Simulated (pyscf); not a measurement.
A first-order saddle from PySCF, ωB97X-D3(BJ)/def2-SVP:

```xyz
8

C      0.6045     0.2305     0.3336
C     -0.4413    -0.4337     0.6869
C     -1.5521    -1.0879     0.9815
H      0.4975     1.4179    -1.6060
H      0.5201     0.9130    -0.7945
H      1.5848     0.3476     0.7984
H     -1.7065    -2.1161     0.6387
H     -2.3348    -0.6212     1.5884
```
Charge 0, spin multiplicity 2.

Surface: doublet, charge 0. Lowest wavenumbers (cm⁻¹): 1595i, 252, 338, 411, 494.

Q: Which two sides does it connect, and which bonds change?

A: `[CH2]=[C]=[CH2]` + `[H]` [doublet] ⇌ `[CH]=[C]=[CH2]` [doublet] + `[H][H]`, a hydrogen abstraction read from left to right: C–H broken and H–H formed. At ωB97M-D3(BJ)/def2-TZVP it lies +11.3 kcal/mol from the left side and +20.8 kcal/mol from the right (each side as separated species at their lowest minima found). This is the saddle that the search found; another between the same sides may lie lower. The angle at the transferred H is 178°.
